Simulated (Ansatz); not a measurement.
```yaml
crystal:
  periodic: [true, true, true]
  atoms:
    - {symbol: F, position_ang: [1.344015, 1.052019, 0.411552]}
    - {symbol: C, position_ang: [0.428688, 0.104453, 0.492362]}
    - {symbol: Cl, position_ang: [0.427201, -0.766467, 1.944456]}
    - {symbol: C, position_ang: [-0.414770, -0.125704, -0.507625]}
    - {symbol: F, position_ang: [-1.329936, -1.073433, -0.426915]}
    - {symbol: Cl, position_ang: [-0.413098, 0.745031, -1.959831]}
basis:
  gaussian: {orbitals: def2-SVPD}
hamiltonian: {xc: {name: BHLYP}}
output: {forces: true}
```

```sh
$ ansatz run in.yaml --threads 4 --pin off --events-out ev --progress --plain --max-ram 10444MiB
```

It prints (some lines left out):

```
Error: YAML parse error: error: line 2 column 3: crystal: missing field `lattice` (a structure is typed as `lattice` and `atoms`, a molecule's as `atoms` in Å alone, or read from a run's directory, `checkpoint`)
 --> <input>:2:3
1 | crystal:
2 |   periodic: [true, true, true]
3 |   atoms:
4 |     - {symbol: F, position_ang: [1.344015, 1.052019, 0.411552]}
```

Q: What is wrong with this run?

A: The molecule is marked periodic without a cell. The program refused the input.
